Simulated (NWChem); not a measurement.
Species: CH2Cl2 cation, doublet; SMILES of the neutral closed-shell parent ClCCl

```xyz
5

Cl     1.4800     0.0000     0.1840
C      0.0000     0.0000    -0.6748
Cl    -1.4800     0.0000     0.1840
H      0.0000     0.8675    -1.3908
H      0.0000    -0.8675    -1.3908
```
Atoms are numbered in this order, from 1.

Computed with NWChem. Pople sets run with spherical d functions. Spin-unrestricted. In the optimisation the excess spin sits in b2 (C2v, its own frame). Coordinates come from a PBE0/def2-SVP, spin-unrestricted optimisation. This spin state was assumed; another may lie lower. No stability test was run on the SCF state. Level: PBE0/6-31G* with SMD (1 M gas to 1 M solution), gas-phase geometry. Reactions with the solvent are ignored.

### Question
Predict the results for solvent acetonitrile. Quantities: solvation free energy (kcal/mol); cavity-dispersion-structure term (kcal/mol).

### Answer
```
Property                                     Result
-------------------------------------------  ------
solvation free energy (kcal/mol)              -65.1
cavity-dispersion-structure term (kcal/mol)    -1.4
```
